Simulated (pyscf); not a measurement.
AsH₃ + disiloxane (H₃Si–O–SiH₃) → H₃Si–O–AsH₂ + silane (SiH₄), a four-centre exchange (singlet surface; As–H, O–Si broken, As–O, H–Si formed). Optimised with ωB97X-D3(BJ)/def2-SVP in PySCF. Energies in eV from the separated reactants.

GFN2-xTB: tblite. 

Problem. Quick GFN2-xTB single points give ΔE‡ = 2.00 eV and ΔE = +1.12 eV. What does ωB97M-D3(BJ)/def2-TZVP give, and how far is the quick result from it?

Solution. ωB97M-D3(BJ)/def2-TZVP gives ΔE‡ = 2.53 eV and ΔE = +1.27 eV. GFN2-xTB lies 0.53 eV under it in the barrier and 0.15 eV under it in the reaction energy, so on this step it does not hold to within 0.13 eV. ωB97M-D3(BJ)/def2-TZVP has limits of its own. H₃Si–O–AsH₂ lies 0.46 eV over its isomer HO–SiH₂–AsH₂ (electronic energy, ωB97M-D3(BJ)/def2-TZVP). One saddle was located; it need not be the lowest between these sides. In the def2 sets elements up to Kr have no core potential.
